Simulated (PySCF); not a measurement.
All of these have the formula C5H11N. Computed with TDDFT PBE0/def2-SVPD, vertical, gas phase, core orbitals frozen in the response in PySCF 2.14.0, density-fitted response routines. Geometries: GFN2-xTB; one conformer of each isolated species. Triplets are in the Tamm–Dancoff approximation.

Question: Rank by computed HOMO–LUMO gap, highest first.
A. `CCCN1CC1`
B. `C=CC[C@H](C)N`
C. `C=CCCCN`
D. `C=NC(C)(C)C`

Answer: A (7.57 eV), C (7.16 eV), B (7.01 eV), D (6.83 eV).

| SMILES | gap (eV) | first f ≥ 0.01 (nm) | α (au) | T1 (eV) | f (S1) | S1 mainly |
| --- | --- | --- | --- | --- | --- | --- |
| CCCN1CC1 | 7.57 | 190 | 68.4 | 6.35 | 0.026 | H→L (89%) |
| C=CCCCN | 7.16 | 199 | 72.2 | 4.46 | 0.066 | H→L+1 (61%) |
| C=CC[C@H](C)N | 7.01 | 204 | 72.2 | 4.41 | 0.058 | H→L (84%) |
| C=NC(C)(C)C | 6.83 | 168 | 70.0 | 3.95 | 0.002 | H→L (99%) |

H and L stand for HOMO and LUMO.

Without π bonds the low states may be Rydberg-like; a valence basis with one diffuse set may place them up to an eV too high.
